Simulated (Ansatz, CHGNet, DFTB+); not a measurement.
**How well does each level of theory give the lattice constant a of fcc Ag?**

Reference value: 4.062 Å (measured, static lattice: zero-point anharmonic expansion removed, sources range from 4.056 to 4.063; as tabulated in Mejia-Rodriguez and Trickey (2018), arXiv:1807.09216).

```json
[
 {"level (code)": "GFN1-xTB (DFTB+)", "value (Å)": "[?]"},
 {"level (code)": "CHGNet 0.3.0 (CHGNet)", "value (Å)": "4.159"},
 {"level (code)": "LDA (Ansatz)", "value (Å)": "[?]"},
 {"level (code)": "PBE (Ansatz)", "value (Å)": "4.147"},
 {"level (code)": "PBEsol-D3(BJ) (Ansatz)", "value (Å)": "3.994"},
 {"level (code)": "r²SCAN-D4 (Ansatz)", "value (Å)": "4.084"},
 {"level (code)": "PBE0 (Ansatz)", "value (Å)": "4.137"}
]
```

What belongs in the gaps?


- GFN1-xTB (DFTB+), value (Å): 4.202
- LDA (Ansatz, an electronic-structure program), value (Å): 4.001

Errors against the reference: GFN1-xTB +3.45 %, CHGNet 0.3.0 +2.39 %, LDA -1.50 %, PBE +2.09 %, PBEsol-D3(BJ) -1.67 %, r²SCAN-D4 +0.54 %, PBE0 +1.85 %.

Of these levels r²SCAN-D4 (+0.54 %) comes nearest. GFN1-xTB (+3.45 %) lies farthest from it. Of these only r²SCAN-D4 lands within 1 %.

GFN1-xTB: the method was fitted mainly to molecules. Cutoffs and k meshes differ between the levels. Ansatz's density-functional and Hartree–Fock values are scalar-relativistic unless marked +SOC, with PAW data made under PBE.

Machine-learned potentials (CHGNet 0.3.0) are trained on DFT data, which may include these solids.

Differences are worked out from the printed values.
